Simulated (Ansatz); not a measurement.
# SiF2 (SMILES F[Si]F): levels of theory compared

Wanted: a comparison of 6 runs (HF/STO-3G, HF/3-21G, PBE0/def2-SVP, B3LYP/6-31G*, CCSD(T)/6-31G*, CCSD(T)/6-31+G*) of SiF2. 

The calculation is run with Ansatz 0.2.0.

10 further runs of the same task are left out: 5 for a known fault of the program, 5 set aside as unsound or not needed.

### 1 Starting point

SiF2 has 3 atoms, charge 0, and is taken as a singlet. SMILES: `F[Si]F`. The coordinates come from a PBE0-D4/def2-TZVP relaxation.

Bond lengths: F1–Si2 1.602 Å, Si2–F3 1.602 Å. Angles: F1–Si2–F3 100.6°.

### 2 Energy and forces at HF/STO-3G (run 1)

File molecule.yaml:

```yaml
crystal:
  periodic: [false, false, false]
  atoms:
    - symbol: F
      position_ang: [0.166300, 1.246800, 0.229400]
    - symbol: Si
      position_ang: [-0.594900, -0.046400, -0.330100]
    - symbol: F
      position_ang: [0.428600, -1.200400, 0.100700]
basis:
  gaussian:
    orbitals: STO-3G
hamiltonian:
  xc: hf
accuracy: high
output: {forces: true, orbitals: {seedname: orbitals}}
```

Started as:

```console
$ ansatz run molecule.yaml --threads 1 --pin off --max-ram 2610MiB --events-out events.jsonl --progress --plain --runs-dir runs
```

Standard output:

```text
Warning: RAYON_NUM_THREADS=1 ignored (pool sized by the plan → 1); use --threads N
Functional definition: HF
  name "HF"
  exchange = exact_x
  correlation = 0
337 factors; integrals over basis functions are off by at most 3.8e-8 eV
mean field evaluation 1: about -13104.9077 eV, gradient 2.2e1 eV
mean field evaluation 2: about -13104.9660 eV, gradient 2.2e1 eV
mean field evaluation 4: about -13107.2783 eV, gradient 1.0e0 eV
mean field evaluation 8: about -13107.2865 eV, gradient 2.6e-2 eV
mean field -13107.28653165 eV, -481.6838956002 hartree, gradient 4.8e-8 eV, S^2 0.000000; 0 other end points of the search recorded, 0 dependent functions left out
the calculation of the forces begins
reference -13107.28653165 eV, -481.6838956002 hartree; 16, 16 occupied and 3, 3 virtual orbitals, 337 factors
Total energy: -13107.28653165 eV, -481.6838956002 hartree
Atom 0 at     0.166300     1.246800     0.229400 Å, force     0.565851    -0.618977     0.240286 eV/Å
Atom 1 at    -0.594900    -0.046400    -0.330100 Å, force    -0.990732    -0.077278    -0.549741 eV/Å
Atom 2 at     0.428600    -1.200400     0.100700 Å, force     0.424881     0.696255     0.309455 eV/Å
Dipole moment:    -0.161390    -0.012589    -0.089552 e Å
```

Run time: 0.2 s. Hardware: 1 thread of Intel Xeon Platinum 8375C at 2.90GHz (Ice Lake), shared host.

### 3 Energy and gradient at HF/3-21G (run 2)

File molecule.yaml:

```yaml
crystal:
  periodic: [false, false, false]
  atoms:
    - {symbol: F, position_ang: [0.166300, 1.246800, 0.229400]}
    - {symbol: Si, position_ang: [-0.594900, -0.046400, -0.330100]}
    - {symbol: F, position_ang: [0.428600, -1.200400, 0.100700]}
basis:
  gaussian:
    orbitals: 3-21G.json
hamiltonian:
  xc: hf
accuracy: high
output: {forces: true, orbitals: {seedname: orbitals}}
```

The basis set 3-21G is read from a file made from the Basis Set Exchange's data (not shown).

Started as:

```console
$ ansatz run molecule.yaml --threads 1 --pin off --max-ram 2610MiB --events-out events.jsonl --progress --plain --runs-dir runs
```

Standard output, cut to the lines that bear on the results:

```text
Warning: RAYON_NUM_THREADS=1 ignored (pool sized by the plan → 1); use --threads N
[... 2 set-up lines as earlier in the session ...]
[...]
601 factors; integrals over basis functions are off by at most 3.8e-9 eV
[...]
mean field -13205.66261504 eV, -485.2991499829 hartree, gradient 6.2e-8 eV, S^2 0.000000; 0 other end points of the search recorded, 0 dependent functions left out
[...]
reference -13205.66261504 eV, -485.2991499829 hartree; 16, 16 occupied and 15, 15 virtual orbitals, 601 factors
Total energy: -13205.66261504 eV, -485.2991499829 hartree
Atom 0 at     0.166300     1.246800     0.229400 Å, force     0.683268     0.537349     0.432930 eV/Å
Atom 1 at    -0.594900    -0.046400    -0.330100 Å, force    -1.469440    -0.114618    -0.815368 eV/Å
Atom 2 at     0.428600    -1.200400     0.100700 Å, force     0.786172    -0.422732     0.382438 eV/Å
Dipole moment:    -0.276223    -0.021546    -0.153271 e Å
```

Run time: 0.32 s. Hardware: 1 thread of Intel Xeon Platinum 8375C at 2.90GHz (Ice Lake), shared host.

Runs 3 to 5 aren't shown in full; the table further down has their settings and results.

### 4 Energy and gradient at CCSD(T)/6-31+G(d) (spherical functions) (run 6)

File input.yaml:

```yaml
crystal:
  periodic: [false, false, false]
  atoms:
    - {symbol: F, position_ang: [0.166300, 1.246800, 0.229400]}
    - {symbol: Si, position_ang: [-0.594900, -0.046400, -0.330100]}
    - {symbol: F, position_ang: [0.428600, -1.200400, 0.100700]}
basis:
  gaussian:
    orbitals: 6-31+G_st_-spherical.json
correlation:
  method: ccsd_t
  frozen_orbitals: {F: 1, Si: 5}
accuracy: high
scf:
  omitted_lower_state_checks: [cluster_reference, increment]
output:
  forces: true
  orbitals: {seedname: orbitals}
```

The basis set 6-31+G* is read from a file made from the Basis Set Exchange's data (not shown).

Started as:

```console
$ ansatz run input.yaml --threads 1 --pin off --max-ram 2610MiB --events-out events.jsonl --progress --plain --runs-dir runs
```

Standard output, cut to the lines that bear on the results:

```text
Warning: RAYON_NUM_THREADS=1 ignored (pool sized by the plan → 1); use --threads N
[... 2 set-up lines as earlier in the session ...]
[...]
1082 factors; integrals over basis functions are off by at most 3.4e-9 eV
[...]
mean field -13276.30278787 eV, -487.8951284529 hartree, gradient 1.7e-8 eV, S^2 0.000000; 0 other end points of the search recorded, 0 dependent functions left out
7 core orbitals not correlated: weight in the atoms' cores, before any rotation towards them, 1.000 or more for the frozen orbitals, at most 0.000 for the correlated occupied ones
reference -13276.30278787 eV, -487.8951284529 hartree; 9, 9 occupied and 42, 42 virtual orbitals, 1082 factors
second order -11.67180434 eV of doubles, -0.00000000 eV of singles
cycle   1  -11.51112445 eV  change    1.6e-1 eV  update   1.1e-1
[...]
cycle  20  -11.95463412 eV  change    1.1e-9 eV  update   1.4e-9
perturbative correction -0.27589319 eV, -0.0101388879 hartree
[...]
Total energy: -13288.53331518 eV, -488.3445920416 hartree
Atom 0 at     0.166300     1.246800     0.229400 Å, force     0.547504     0.947047     0.404306 eV/Å
Atom 1 at    -0.594900    -0.046400    -0.330100 Å, force    -1.287260    -0.100407    -0.714280 eV/Å
Atom 2 at     0.428600    -1.200400     0.100700 Å, force     0.739756    -0.846640     0.309974 eV/Å
Dipole moment:    -0.257850    -0.020113    -0.143077 e Å
Checks for a lower state left out: cluster_reference, increment
```

Run time: 11 s. Hardware: 1 thread of Intel Xeon Platinum 8375C at 2.90GHz (Ice Lake), shared host; peak memory 0.27 GiB.

### 5 The series

```tsv
run	level	Cartesian functions	frozen core orbitals	energy (Eh)	dipole moment (D)	HOMO energy (eV)	LUMO energy (eV)	wall time
1	HF/STO-3G	no	–	-481.683896	0.89	-6.85	6.81	0.2 s
2	HF/3-21G	no	–	-485.299150	1.52	-10.94	1.15	0.32 s
3	PBE0/def2-SVP	no	–	-488.694166	0.99	-8.19	-1.98	1.5 s
4	B3LYP/6-31G* (Cartesian functions)	yes	–	-489.258265	0.91	-7.87	-2.05	2 s
5	CCSD(T)/6-31G* (spherical functions)	no	7	-488.317229	1.12	-10.91	1.24	4.8 s
6	CCSD(T)/6-31+G* (spherical functions)	no	7	-488.344592	1.42	-11.14	0.55	11 s
```

### 6 What came out

```
                                          quantity          value
                               run 6: total energy  -488.34459 Eh
         run 6: dipole moment (correlated density)         1.42 D
        run 6: HOMO energy (Hartree–Fock orbitals)      -11.14 eV
        run 6: LUMO energy (Hartree–Fock orbitals)        0.55 eV
      run 6: HOMO–LUMO gap (Hartree–Fock orbitals)       11.69 eV
run 6: correlation energy (7 core orbitals frozen)     -449.5 mEh
                             run 6: (T) correction     -10.14 mEh
                              run 6: T1 diagnostic          0.018
                   run 6: largest force on an atom     1.476 eV/Å
```

In words: The dipole moment (its size) runs from 0.89 D (HF/STO-3G) to 1.52 D (HF/3-21G). Over runs 1, 2, 3, 4 the HOMO–LUMO gap runs from 5.82 eV (B3LYP/6-31G*) to 13.65 eV (HF/STO-3G). The two ends differ in method and basis. Totals of different functionals can't be ranked against each other. In run 1 the basis is minimal, so the values are rough. All runs together took 19 s, the longest 11 s.
